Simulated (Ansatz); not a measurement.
# Relaxing Zr₂Cl₃

The calculation used DFT PBE, scalar-relativistic, plane waves, PAW in Ansatz 0.2.0. Cutoff 420 eV, Γ-centred k mesh, Gaussian smearing, no spin polarisation in the final step.

A relaxed cell is given with its space group left out.

```yaml
crystal:
  lattice:
    - [4.55517, 0.00000, 0.00000]
    - [-2.27759, 3.94490, 0.00000]
    - [0.00000, 0.00000, 5.72079]
  atoms:
    - { symbol: Zr, position: [0.33333, 0.66667, 0.14193] }
    - { symbol: Zr, position: [0.66667, 0.33333, 0.85807] }
    - { symbol: Cl, position: [0.00000, 0.00000, 0.00000] }
    - { symbol: Cl, position: [0.33333, 0.66667, 0.66745] }
    - { symbol: Cl, position: [0.66667, 0.33333, 0.33255] }
```

The zero of energy is the elements' standard structures at the same level (Cl₂ as a molecule); no fitted shifts are applied.

Q: What space group does it have?

A: P-3m1 (No. 164). Conventional cell: a = 4.555 Å, c = 5.721 Å. Zr has 8 Cl at 2.71–3.01 Å and 3 Zr at 3.09 Å; Cl on Wyckoff site a (1 atom of the primitive cell) is coordinated by 6 Zr at 2.75 Å and 6 Cl at 3.25 Å; Cl on Wyckoff site d (2 atoms of the primitive cell) has 5 Zr at 2.71–3.01 Å and 6 Cl at 3.25 Å.

Q: How far does it lie from the elements in energy?

A: -0.95 eV/atom.

Q: Is it a metal?

A: Yes, bands cross the Fermi level on the 12×12×8 mesh.

The final run used a 12×12×8 mesh on its 5-atom cell and 0.10 eV smearing. The k mesh leaves about 4 meV/atom of noise in metals. The cell came from a trial start, so Zr₂Cl₃ may not exist in this structure.

Cost: 3 runs of about 4.5 core-minutes in all, on Arm Neoverse V1 (shared hosts).